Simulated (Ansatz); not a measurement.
## ScAl9: short dynamics, then relaxation

A packing of 20 atoms, thrown in at random and pushed apart as soft spheres with like charges further apart (18 Al, 2 Sc) went through Langevin stages in a fixed cell of 17.66 Å³/atom, at one k point, without spin and with a Fermi–Dirac width of kT (0.05 eV at least). Method: Ansatz, DFT PBE, scalar-relativistic, plane waves, PAW.

```
thermostat (K) duration (fs) friction (1/fs) cutoff (eV) mean T (K) mean P (GPa) mean square displacement (Å²)
          1480             72            0.030          320        1638          10.9                           0.26
          1480            660            0.005          420        1771           8.9                           1.47
          1070            564            0.005          420        1453           6.8                           1.17
           590            381            0.015          420         590           3.4                           0.20
           300            300            0.015          420         348           1.3                           0.19
```

Means run over the second half of a stage; pressure includes the kinetic part; displacements count from the stage's start, the atoms' common shift taken off. In so short a run the atoms moved about a bond length or less in the hot stages, so this is an annealed packing, not a quenched equilibrium liquid.

Cell and atoms were then relaxed on coarser meshes and computed once more: Plane waves to 420 eV, a k mesh through Γ of 4×5×5 on the computed 20-atom cell and Gaussian smearing (0.10 eV); no spin polarisation.

What structure is left?

One draw of many: 17.25 Å³/atom with no gap on the mesh, 0.08 eV/atom below the elements' standard states (static lattices, no corrections for gases) (a random packing after short dynamics, relaxed).

Counting as bonded all pairs within 1.3 times the summed covalent radii:

| atom → neighbour | mean count | mean length (Å) | spread (Å) |
| --- | --- | --- | --- |
| Al → Al | 10.78 | 2.89 | 0.08 |
| Al → Sc | 1.22 | 2.94 | 0.05 |
| Sc → Al | 11.00 | 2.94 | 0.05 |
| Sc → Sc | 1.00 | 3.04 | 0.00 |

Angles between all pairs of such bonds at an atom (mean ± spread): 98 ± 36° at Al, 98 ± 36° at Sc.

```xyz
20
Lattice="8.1635 0.0368 -0.0323 0.0300 6.3417 -0.0405 -0.0118 -0.0380 6.6655" Properties=species:S:1:pos:R:3 pbc="T T T"
Al    4.3904    4.6916    3.5301
Al    2.2479    2.8803    2.8842
Al    4.2570    6.0095    6.2865
Al    4.2351    3.4893    0.8871
Al    2.1577    4.0797    5.6152
Al    6.3117    1.6520    0.2145
Al    6.1441    0.4114    4.2368
Al    2.2254    5.3491    1.5543
Al    0.1913    3.4649    0.9055
Al    2.1919    1.6395    0.2285
Al    0.2137    0.9865    2.1841
Al    4.2567    2.2956    4.9530
Al    0.1760    6.0590    6.2047
Al    6.3063    4.1175    5.5960
Al    0.1234    2.1859    4.9150
Al    6.2784    2.8077    2.8141
Al    6.3079    5.4354    1.4402
Al    4.2286    0.9859    2.1711
Sc    0.0570    4.7625    3.5293
Sc    2.3147    0.3040    4.2704
```

The final mesh leaves forces up to 0.10 eV/Å and stresses up to 1.7 GPa: the relaxation ran on a coarser mesh, so the cell's shape, its bonds and its energy belong partly to that mesh.

Spin polarisation was left out, and a magnetic state may lie lower.

Cost: 6 runs of about 53 core-minutes in all (earlier runs that led there not counted), on Intel Xeon Processor @ 2.50GHz (Skylake/Cascade Lake) (shared hosts).